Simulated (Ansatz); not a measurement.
We consider rock-salt HfC, described by r²SCAN+rVV10 (PAW; Ansatz, an electronic-structure program).

Run with plane-wave cutoff 600 eV, 24×24×24 k mesh, Fermi–Dirac smearing 0.071 eV (set by the program), scalar-relativistic PAW data made under PBE.

Computed at the level's own relaxed cell.

Hill averages of the elastic tensor: K = 248.6 GPa, G = 197.7 GPa. Volume 12.410 Å³/atom, mean atomic mass 95.250 u.

Question: Work out the density, the sound velocities of a polycrystal and the elastic Debye temperature, and Pugh's ratio at this level.

Answer: ρ = 1.66054 × 95.250/12.410 = 12.745 g/cm³. v_l = √[(K + 4G/3)/ρ] = 6.339 km/s and v_t = √(G/ρ) = 3.939 km/s. The mean follows from 3/v_m³ = 1/v_l³ + 2/v_t³: v_m = 4.342 km/s. Θ_D = (ħ/k_B) v_m (6π²/V)^(1/3) = 76.38 K Å s/km × 4.342 × 1.6836 Å⁻¹ = 558 K, counting all atoms of the cell. K/G = 1.26, to be set beside Pugh's rough bound of 1.75 between brittle and ductile metals.
